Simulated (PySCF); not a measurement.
**Vertical excitation energies**

Species: C4H6N2.
SMILES: `[H]/N=C(\C=C)N=C`

Level of theory: TDDFT wB97X-D/def2-SVPD, vertical, gas phase, core orbitals frozen in the response (PySCF). Isolated species at its GFN2-xTB geometry (one conformer only). Torsions of this conformer, `[H]/[N:4]=[C:3](\[CH:2]=[CH2:1])[N:5]=[CH2:6]`: C1–C2–C3–N4 -169°, C2–C3–N5–C6 130°.

```
state  λ (nm)  E (eV)       f   main configurations (H = HOMO, L = LUMO)
   S1   271.2    4.57   0.011        H→L (49%), H→L+1 (23%), H-1→L (15%)
   S2   248.1    5.00  0.0068       H-1→L (49%), H-2→L (35%), H→L+1 (9%)
   S3   213.5    5.81   0.028        H→L+1 (52%), H-2→L (20%), H→L (19%)
   S4   201.5    6.15   0.234        H-2→L (31%), H-1→L (29%), H→L (25%)
   S5   193.7    6.40   0.052               H-1→L+1 (69%), H-2→L+1 (22%)
   S6   182.5    6.79   0.228  H-2→L+1 (62%), H→L+1 (14%), H-1→L+1 (13%)
   S7   173.2    7.16   0.071                                H-3→L (91%)
   S8   162.4    7.63  0.0037                                H→L+2 (76%)
```

Triplets, Tamm–Dancoff:

```csv
state,E (eV),λ (nm),"main configurations (H = HOMO, L = LUMO)"
T1,3.64,340.2,"H→L (70%), H-1→L (10%), H-2→L+1 (9%)"
T2,4.02,308.4,"H-1→L (36%), H→L+1 (28%), H-2→L (20%)"
T3,4.31,287.4,"H-2→L (43%), H-1→L (40%)"
```

The lowest singlet comes at 271 nm (441 kJ/mol) in the ultraviolet; it is weak; its leading configuration is HOMO→LUMO (49%). The largest oscillator strength of a single state is 0.234. Löwdin shares by element: HOMO nitrogen 62%, carbon 18% or more (atoms not listed hold the other 20%); LUMO carbon 46% or more, nitrogen 20% or more (atoms not listed hold the other 34%). Of the 8 states listed, 6 reach f = 0.01 and none stays under 0.0005. Orbital energies (eV): HOMO-3 -11.32, HOMO-2 -9.92, HOMO-1 -9.65, HOMO -9.27, LUMO 0.36, LUMO+1 1.23, LUMO+2 2.51. The listed states span 3.06 eV, and the widest gap between neighbours is 0.81 eV (S2 to S3). The window holds the lowest 8 singlets.
